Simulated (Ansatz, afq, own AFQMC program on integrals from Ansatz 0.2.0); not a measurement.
**AFQMC, coupled cluster and functionals along a coordinate of AlSi, quartet**

```xyz
2

Si    0.0000    0.0000    0.0000
Al    0.0000    0.0000    2.4162
```

The Si1–Al2 distance is changed with both sides rigid. Energies in kcal/mol count from this geometry (2.416 Å) at the same level; the start stands on UHF, each point on the determinant named.

Basis cc-pVDZ. Only valence electrons are correlated. Ansatz 0.2.0 and our own AFQMC program on the same integrals; the CISD trial comes from CCSD amplitudes, and released means the phaseless constraint is let go. ± is one standard error of the sampling.

Cautions, each for one point or more: lower spins were not checked; raised T1 diagnostic; the ph-AFQMC/CISD walk drifts between its halves.

| r(Si1–Al2) / Å | det. | T1 | weight | ⟨S²⟩ | CCSD(T) | ph-AFQMC/CISD | FCI | CCSDT(Q) | r2SCAN | B2PLYP |
| --- | --- | --- | --- | --- | --- | --- | --- | --- | --- | --- |
| 1.908 | UHF | 0.032 | 0.87 | 3.76 | 53.2 | 53.3 ± 0.1 | 53.4 | 53.4 | 48.6 | 49.4 |
| 2.889 | UHF | 0.044 | 0.85 | 3.77 | 8.7 | 8.8 ± 0.1 | 8.5 | 8.4 | 9.9 | 9.3 |
| 3.917 | UHF | 0.037 | 0.85 | 3.78 | 38.9 | 39.2 ± 0.1 | 37.5 | 37.5 | 40.3 | 39.4 |
| 5.406 | UHF | 0.013 | 0.88 | 3.78 | 49.3 | 49.8 ± 0.1 | 49.7 | 50.0 | 57.3 | 51.2 |
| 8.194 | UHF | 0.012 | 0.88 | 3.78 | 50.4 | 50.9 ± 0.1 | 51.2 | 51.2 | 60.9 | 52.7 |

Weight is that of the determinant in the CISD state; at the start T1 is 0.032 and the weight 0.86, and ⟨S²⟩ is 3.77. Largest departures from full CI: CCSD(T) 1.4 kcal/mol at 3.917 (on UHF), ph-AFQMC/CISD 1.7 kcal/mol at 3.917 (on UHF), CCSDT(Q) 0.2 kcal/mol at 5.406 (on UHF), r2SCAN 9.7 kcal/mol at 8.194, B2PLYP -4.1 kcal/mol at 1.908. Functionals count only at points shown to share the start's state and spin. In this small basis the wave-function levels are far from their limit, so their gap to the functionals isn't the functionals' error. In total energy ph-AFQMC/CISD lies 25 ± 4 meV above full CI at the start, so its agreement along the curve rests in part on cancellation.

Some points may be missing: those where a free walk finds a much lower state, and past Zn most of those on another determinant than at the start.

CCSDT and higher add their correlation energy to the determinant of the CCSD(T) run, since their own runs factorise the integrals more tightly (a shift of under 2 meV). A walk keeps the symmetry of its determinant, which the program's search chose and which needn't be the lowest solution, so a lower state of the same spin and another symmetry isn't excluded.
